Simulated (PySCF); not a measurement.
Coordinates in bohr (charge 0 multiplicity 1):
```
P     0.0000    0.0000    0.1293
H     2.2530    0.0000   -1.3244
H    -1.1265    1.9511   -1.3244
H    -1.1265   -1.9511   -1.3244
```

All numbers come from PySCF, B3LYP, basis P def2-TZVP, H def2-TZVP (no relativity, density fitting).

This geometry of PH₃ is a stationary point at this level.

**Question.** What is the point group?

**Answer.** C3v.

**Question.** Is it a minimum?

**Answer.** Yes: all harmonic wavenumbers are real.

**Question.** List the harmonic modes with their infrared intensities.

**Answer.** 
```tsv
symmetry	ω (cm⁻¹)	IR (km/mol, summed over degenerate members)	type
a1	1022	18.2	bend
e	1142	20.3	bend
a1	2388	32.5	stretch
e	2396	129	stretch
```

**Question.** Give the ideal-gas entropy at 298.15 K and 1 bar by parts.

**Answer.** translation 152.8, rotation 56.5, vibration 0.8, spin 0.0; total 210.1 J/(mol K).

In C3v the vibrations span 2a1 + 2e.
